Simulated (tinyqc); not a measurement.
Inside a calculation. Method: UKS/B3LYP (VWN-RPA form) in the sto-6g basis, for CH2, spin multiplicity 3. One step of it, computed by the program tinyqc.

Question. Iteration 1: building the Kohn-Sham matrix. J_ij = sum D_kl (ij|kl) with D = D(alpha) + D(beta), K_ij = sum D_kl (ik|jl) for each spin; F = H + J - 0.2 K(s) + V_xc; E = tr D H + tr D J / 2 - 0.1 sum_s tr D(s) K(s) + E_xc + E_nn.

D(alpha) at the start, order 1C 1s, 1C 2s, 1C 2px, 1C 2py, 1C 2pz, 2H 1s, 3H 1s:
$$\begin{pmatrix}
1.335523 & -0.310570 & 0.000000 & 0.000000 & 0.008543 & -0.013329 & -0.013329 \\
-0.310570 & 1.284679 & 0.000000 & 0.000000 & -0.034456 & 0.052718 & 0.052718 \\
0.000000 & 0.000000 & 0.411501 & 0.000000 & 0.000000 & 0.000000 & 0.000000 \\
0.000000 & 0.000000 & 0.000000 & 0.374685 & 0.000000 & 0.030489 & -0.030489 \\
0.008543 & -0.034456 & 0.000000 & 0.000000 & 0.389686 & 0.015475 & 0.015475 \\
-0.013329 & 0.052718 & 0.000000 & 0.030489 & 0.015475 & 0.595379 & 0.029660 \\
-0.013329 & 0.052718 & 0.000000 & -0.030489 & 0.015475 & 0.029660 & 0.595379
\end{pmatrix}$$

D(beta) at the start, order 1C 1s, 1C 2s, 1C 2px, 1C 2py, 1C 2pz, 2H 1s, 3H 1s:
$$\begin{pmatrix}
0.801314 & -0.186342 & 0.000000 & 0.000000 & 0.005126 & -0.007997 & -0.007997 \\
-0.186342 & 0.770808 & 0.000000 & 0.000000 & -0.020674 & 0.031631 & 0.031631 \\
0.000000 & 0.000000 & 0.246900 & 0.000000 & 0.000000 & 0.000000 & 0.000000 \\
0.000000 & 0.000000 & 0.000000 & 0.224811 & 0.000000 & 0.018293 & -0.018293 \\
0.005126 & -0.020674 & 0.000000 & 0.000000 & 0.233811 & 0.009285 & 0.009285 \\
-0.007997 & 0.031631 & 0.000000 & 0.018293 & 0.009285 & 0.357227 & 0.017796 \\
-0.007997 & 0.031631 & 0.000000 & -0.018293 & 0.009285 & 0.017796 & 0.357227
\end{pmatrix}$$

core Hamiltonian H = T + V (hartree), order 1C 1s, 1C 2s, 1C 2px, 1C 2py, 1C 2pz, 2H 1s, 3H 1s:
$$\begin{pmatrix}
-18.866033 & -4.336615 & 0.000000 & 0.000000 & -0.019789 & -1.030943 & -1.030943 \\
-4.336615 & -5.573819 & 0.000000 & 0.000000 & -0.196324 & -2.288370 & -2.288370 \\
0.000000 & 0.000000 & -4.509203 & 0.000000 & 0.000000 & 0.000000 & 0.000000 \\
0.000000 & 0.000000 & 0.000000 & -4.655969 & 0.000000 & -1.514623 & 1.514623 \\
-0.019789 & -0.196324 & 0.000000 & 0.000000 & -4.595130 & -1.209624 & -1.209624 \\
-1.030943 & -2.288370 & 0.000000 & -1.514623 & -1.209624 & -3.494166 & -0.744914 \\
-1.030943 & -2.288370 & 0.000000 & 1.514623 & -1.209624 & -0.744914 & -3.494166
\end{pmatrix}$$

Two-electron integrals (ij|kl) in chemists' order, unique and non-zero (hartree):
```
(11|11) 3.543743    (21|11) 0.529462    (21|21) 0.100317    (22|11) 0.853596
(22|21) 0.199930    (22|22) 0.624844    (31|31) 0.021271    (32|31) 0.031868
(32|32) 0.138108    (33|11) 0.853598    (33|21) 0.199930    (33|22) 0.624843
(33|33) 0.673218    (41|41) 0.021271    (42|41) 0.031868    (42|42) 0.138108
(43|43) 0.036281    (44|11) 0.853598    (44|21) 0.199930    (44|22) 0.624843
(44|33) 0.600655    (44|44) 0.673218    (51|51) 0.021271    (52|51) 0.031868
(52|52) 0.138108    (53|53) 0.036281    (54|54) 0.036281    (55|11) 0.853598
(55|21) 0.199930    (55|22) 0.624843    (55|33) 0.600655    (55|44) 0.600655
(55|55) 0.673218    (61|11) 0.131674    (61|21) 0.024007    (61|22) 0.047034
(61|33) 0.046855    (61|41) 0.001249    (61|42) 0.002413    (61|44) 0.047193
(61|51) 0.000956    (61|52) 0.001846    (61|54) 0.000258    (61|55) 0.047053
(61|61) 0.005908    (62|11) 0.306400    (62|21) 0.072781    (62|22) 0.249409
(62|33) 0.243576    (62|41) 0.005872    (62|42) 0.038726    (62|44) 0.254612
(62|51) 0.004493    (62|52) 0.029631    (62|54) 0.008444    (62|55) 0.250037
(62|61) 0.017959    (62|62) 0.130070    (63|31) 0.007915    (63|32) 0.040154
(63|43) 0.007613    (63|53) 0.005825    (63|63) 0.016119    (64|11) 0.206535
(64|21) 0.049762    (64|22) 0.180580    (64|33) 0.171542    (64|41) 0.011383
(64|42) 0.066034    (64|44) 0.194266    (64|51) 0.002653    (64|52) 0.019802
(64|54) 0.011562    (64|55) 0.175932    (64|61) 0.012891    (64|62) 0.111873
(64|64) 0.110564    (65|11) 0.158032    (65|21) 0.038076    (65|22) 0.138173
(65|33) 0.131257    (65|41) 0.002653    (65|42) 0.019802    (65|44) 0.136995
(65|51) 0.009945    (65|52) 0.055306    (65|54) 0.012003    (65|55) 0.146266
(65|61) 0.009864    (65|62) 0.085601    (65|64) 0.072266    (65|65) 0.071414
(66|11) 0.454699    (66|21) 0.110125    (66|22) 0.427318    (66|33) 0.404751
(66|41) 0.011339    (66|42) 0.099124    (66|44) 0.447452    (66|51) 0.008676
(66|52) 0.075846    (66|54) 0.032674    (66|55) 0.429751    (66|61) 0.027675
(66|62) 0.280617    (66|64) 0.266906    (66|65) 0.204226    (66|66) 0.774999
(71|11) 0.131674    (71|21) 0.024007    (71|22) 0.047034    (71|33) 0.046855
(71|41) -0.001249   (71|42) -0.002413   (71|44) 0.047193    (71|51) 0.000956
(71|52) 0.001846    (71|54) -0.000258   (71|55) 0.047053    (71|61) 0.005746
(71|62) 0.016915    (71|64) 0.010965    (71|65) 0.009295    (71|66) 0.025489
(71|71) 0.005908    (72|11) 0.306400    (72|21) 0.072781    (72|22) 0.249409
(72|33) 0.243576    (72|41) -0.005872   (72|42) -0.038726   (72|44) 0.254612
(72|51) 0.004493    (72|52) 0.029631    (72|54) -0.008444   (72|55) 0.250037
(72|61) 0.016915    (72|62) 0.096549    (72|64) 0.059131    (72|65) 0.061969
(72|66) 0.165375    (72|71) 0.017959    (72|72) 0.130070    (73|31) 0.007915
(73|32) 0.040154    (73|43) -0.007613   (73|53) 0.005825    (73|63) 0.011311
(73|73) 0.016119    (74|11) -0.206535   (74|21) -0.049762   (74|22) -0.180580
(74|33) -0.171542   (74|41) 0.011383    (74|42) 0.066034    (74|44) -0.194266
(74|51) -0.002653   (74|52) -0.019802   (74|54) 0.011562    (74|55) -0.175932
(74|61) -0.010965   (74|62) -0.059131   (74|64) -0.026022   (74|65) -0.037167
(74|66) -0.092529   (74|71) -0.012891   (74|72) -0.111873   (74|74) 0.110564
(75|11) 0.158032    (75|21) 0.038076    (75|22) 0.138173    (75|33) 0.131257
(75|41) -0.002653   (75|42) -0.019802   (75|44) 0.136995    (75|51) 0.009945
(75|52) 0.055306    (75|54) -0.012003   (75|55) 0.146266    (75|61) 0.009295
(75|62) 0.061969    (75|64) 0.037167    (75|65) 0.050224    (75|66) 0.112990
(75|71) 0.009864    (75|72) 0.085601    (75|74) -0.072266   (75|75) 0.071414
(76|11) 0.091247    (76|21) 0.021802    (76|22) 0.078357    (76|33) 0.076016
(76|44) 0.077982    (76|51) 0.002161    (76|52) 0.015545    (76|55) 0.081074
(76|61) 0.005277    (76|62) 0.038010    (76|64) 0.028189    (76|65) 0.027433
(76|66) 0.078644    (76|71) 0.005277    (76|72) 0.038010    (76|74) -0.028189
(76|75) 0.027433    (76|76) 0.013647    (77|11) 0.454699    (77|21) 0.110125
(77|22) 0.427318    (77|33) 0.404751    (77|41) -0.011339   (77|42) -0.099124
(77|44) 0.447452    (77|51) 0.008676    (77|52) 0.075846    (77|54) -0.032674
(77|55) 0.429751    (77|61) 0.025489    (77|62) 0.165375    (77|64) 0.092529
(77|65) 0.112990    (77|66) 0.289751    (77|71) 0.027675    (77|72) 0.280617
(77|74) -0.266906   (77|75) 0.204226    (77|76) 0.078644    (77|77) 0.774999
```

nuclear repulsion = 5.85199160 hartree

V_xc(alpha) (hartree), order 1C 1s, 1C 2s, 1C 2px, 1C 2py, 1C 2pz, 2H 1s, 3H 1s:
$$\begin{pmatrix}
-1.982722 & -0.249449 & 0.000000 & 0.000000 & -0.000082 & -0.064686 & -0.064686 \\
-0.249449 & -0.473472 & 0.000000 & 0.000000 & -0.015391 & -0.199736 & -0.199736 \\
0.000000 & 0.000000 & -0.453555 & 0.000000 & 0.000000 & 0.000000 & 0.000000 \\
0.000000 & 0.000000 & 0.000000 & -0.485644 & 0.000000 & -0.153441 & 0.153441 \\
-0.000082 & -0.015391 & 0.000000 & 0.000000 & -0.481029 & -0.122150 & -0.122150 \\
-0.064686 & -0.199736 & 0.000000 & -0.153441 & -0.122150 & -0.414830 & -0.062454 \\
-0.064686 & -0.199736 & 0.000000 & 0.153441 & -0.122150 & -0.062454 & -0.414830
\end{pmatrix}$$

V_xc(beta) (hartree), order 1C 1s, 1C 2s, 1C 2px, 1C 2py, 1C 2pz, 2H 1s, 3H 1s:
$$\begin{pmatrix}
-1.727563 & -0.221477 & 0.000000 & 0.000000 & -0.000098 & -0.057201 & -0.057201 \\
-0.221477 & -0.427222 & 0.000000 & 0.000000 & -0.014171 & -0.180297 & -0.180297 \\
0.000000 & 0.000000 & -0.409121 & 0.000000 & 0.000000 & 0.000000 & 0.000000 \\
0.000000 & 0.000000 & 0.000000 & -0.438390 & 0.000000 & -0.138416 & 0.138416 \\
-0.000098 & -0.014171 & 0.000000 & 0.000000 & -0.434032 & -0.110244 & -0.110244 \\
-0.057201 & -0.180297 & 0.000000 & -0.138416 & -0.110244 & -0.373593 & -0.056549 \\
-0.057201 & -0.180297 & 0.000000 & 0.138416 & -0.110244 & -0.056549 & -0.373593
\end{pmatrix}$$

E_xc = sum of w rho eps_xc = -5.04236819 hartree

Give: Coulomb J; exchange K(alpha); exchange K(beta); F(alpha); F(beta); total energy of this density.

Answer.

Coulomb J (hartree), order 1C 1s, 1C 2s, 1C 2px, 1C 2py, 1C 2pz, 2H 1s, 3H 1s:
$$\begin{pmatrix}
11.4298 & 2.0666 & 0.0000 & 0.0000 & 0.0167 & 0.5023 & 0.5023 \\
2.0666 & 5.0359 & 0.0000 & 0.0000 & 0.1508 & 2.0500 & 2.0500 \\
0.0000 & 0.0000 & 4.9905 & 0.0000 & 0.0000 & 0.0000 & 0.0000 \\
0.0000 & 0.0000 & 0.0000 & 5.0765 & 0.0000 & 1.4917 & -1.4917 \\
0.0167 & 0.1508 & 0.0000 & 0.0000 & 5.0406 & 1.1833 & 1.1833 \\
0.5023 & 2.0500 & 0.0000 & 1.4917 & 1.1833 & 3.6806 & 0.6518 \\
0.5023 & 2.0500 & 0.0000 & -1.4917 & 1.1833 & 0.6518 & 3.6806
\end{pmatrix}$$

exchange K(alpha) (hartree), order 1C 1s, 1C 2s, 1C 2px, 1C 2py, 1C 2pz, 2H 1s, 3H 1s:
$$\begin{pmatrix}
4.5634 & 0.7321 & 0.0000 & 0.0000 & 0.0137 & 0.2008 & 0.2008 \\
0.7321 & 1.1908 & 0.0000 & 0.0000 & 0.1090 & 0.6131 & 0.6131 \\
0.0000 & 0.0000 & 0.5200 & 0.0000 & 0.0000 & 0.0000 & 0.0000 \\
0.0000 & 0.0000 & 0.0000 & 0.6352 & 0.0000 & 0.2930 & -0.2930 \\
0.0137 & 0.1090 & 0.0000 & 0.0000 & 0.5866 & 0.2572 & 0.2572 \\
0.2008 & 0.6131 & 0.0000 & 0.2930 & 0.2572 & 0.7626 & 0.2553 \\
0.2008 & 0.6131 & 0.0000 & -0.2930 & 0.2572 & 0.2553 & 0.7626
\end{pmatrix}$$

exchange K(beta) (hartree), order 1C 1s, 1C 2s, 1C 2px, 1C 2py, 1C 2pz, 2H 1s, 3H 1s:
$$\begin{pmatrix}
2.7380 & 0.4393 & 0.0000 & 0.0000 & 0.0082 & 0.1205 & 0.1205 \\
0.4393 & 0.7145 & 0.0000 & 0.0000 & 0.0654 & 0.3678 & 0.3678 \\
0.0000 & 0.0000 & 0.3120 & 0.0000 & 0.0000 & 0.0000 & 0.0000 \\
0.0000 & 0.0000 & 0.0000 & 0.3811 & 0.0000 & 0.1758 & -0.1758 \\
0.0082 & 0.0654 & 0.0000 & 0.0000 & 0.3519 & 0.1543 & 0.1543 \\
0.1205 & 0.3678 & 0.0000 & 0.1758 & 0.1543 & 0.4576 & 0.1532 \\
0.1205 & 0.3678 & 0.0000 & -0.1758 & 0.1543 & 0.1532 & 0.4576
\end{pmatrix}$$

F(alpha) (hartree), order 1C 1s, 1C 2s, 1C 2px, 1C 2py, 1C 2pz, 2H 1s, 3H 1s:
$$\begin{pmatrix}
-10.3317 & -2.6658 & 0.0000 & 0.0000 & -0.0059 & -0.6335 & -0.6335 \\
-2.6658 & -1.2496 & 0.0000 & 0.0000 & -0.0827 & -0.5607 & -0.5607 \\
0.0000 & 0.0000 & -0.0762 & 0.0000 & 0.0000 & 0.0000 & 0.0000 \\
0.0000 & 0.0000 & 0.0000 & -0.1922 & 0.0000 & -0.2350 & 0.2350 \\
-0.0059 & -0.0827 & 0.0000 & 0.0000 & -0.1529 & -0.1999 & -0.1999 \\
-0.6335 & -0.5607 & 0.0000 & -0.2350 & -0.1999 & -0.3810 & -0.2066 \\
-0.6335 & -0.5607 & 0.0000 & 0.2350 & -0.1999 & -0.2066 & -0.3810
\end{pmatrix}$$

F(beta) (hartree), order 1C 1s, 1C 2s, 1C 2px, 1C 2py, 1C 2pz, 2H 1s, 3H 1s:
$$\begin{pmatrix}
-9.7114 & -2.5793 & 0.0000 & 0.0000 & -0.0048 & -0.6099 & -0.6099 \\
-2.5793 & -1.1081 & 0.0000 & 0.0000 & -0.0728 & -0.4922 & -0.4922 \\
0.0000 & 0.0000 & 0.0098 & 0.0000 & 0.0000 & 0.0000 & 0.0000 \\
0.0000 & 0.0000 & 0.0000 & -0.0941 & 0.0000 & -0.1965 & 0.1965 \\
-0.0048 & -0.0728 & 0.0000 & 0.0000 & -0.0590 & -0.1674 & -0.1674 \\
-0.6099 & -0.4922 & 0.0000 & -0.1965 & -0.1674 & -0.2787 & -0.1803 \\
-0.6099 & -0.4922 & 0.0000 & 0.1965 & -0.1674 & -0.1803 & -0.2787
\end{pmatrix}$$

total energy of this density = -39.143914 hartree

This density is the starting one; it is not idempotent, so its energy is not variational and may lie below the converged one.
